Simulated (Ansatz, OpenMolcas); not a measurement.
## Worked example: the enthalpy of formation of C4H4 (1-buten-3-yne)

The species is C4H4 (8 atoms), meant as a singlet with charge 0. SMILES: `C#CC=C`. The shape is that of a PBE0-D4/def2-TZVP optimisation.

Total energies at HF/3-21G (OpenMolcas 26.06); the atoms run unrestricted:

| species | state | energy (Eh) |
| --- | --- | --- |
| C4H4 | singlet | -152.855105 |
| C | triplet | -37.481070 |
| H | doublet | -0.496199 |

Harmonic wavenumbers at PBE0-D4/def2-TZVP, in cm⁻¹: 226, 323, 560, 660, 685, 709, 902, 963, 1011, 1111, 1319, 1440, 1687, 2224, 3163, 3172, 3264, 3483.

Measured heats of formation of the gaseous atoms at 298.15 K, in kJ/mol: C 716.9, H 218.0. Spin-orbit lowering of the atoms at 298 K (mean of the ground term's levels less their thermal mean, from spectra), in kJ/mol: C 0.02. Take 1 Eh = 2625.50 kJ/mol, 1 cm⁻¹ = 0.0119627 kJ/mol, RT = 2.479 kJ/mol.

Question: Work out the heat of formation of the gas at 298 K.

Answer: 
1. Electronic atomisation energy: 4 × (-37.481070) + 4 × (-0.496199) − (-152.855105) = 0.946029 Eh = 2483.8 kJ/mol.
2. Zero-point energy: half the sum of the wavenumbers, 13451 cm⁻¹ = 160.9 kJ/mol.
3. Thermal vibrational enthalpy, Σ hcν̃/(exp(hcν̃/kT) − 1): 4.3 kJ/mol. Translation, rotation and pV of a non-linear molecule: 4 RT = 9.9 kJ/mol.
4. The 8 free atoms carry 5/2 RT each: 49.6 kJ/mol.
5. Spin-orbit coupling lowers the free atoms by 4 × 0.02 = 0.1 kJ/mol.
6. Atomisation enthalpy at 298 K: 2483.8 − 0.1 − 160.9 − 4.3 − 9.9 + 49.6 = 2358.2 kJ/mol.
7. Sum of the atoms' heats of formation: 3739.6 kJ/mol. Heat of formation: 3739.6 − 2358.2 = +1381.4 kJ/mol.

No measured value is set beside it here. Hartree–Fock leaves out correlation, which is larger in the molecule than in the atoms, so it underbinds and puts the heat of formation too high. Anharmonicity and any spin-orbit splitting of the molecule are left out.
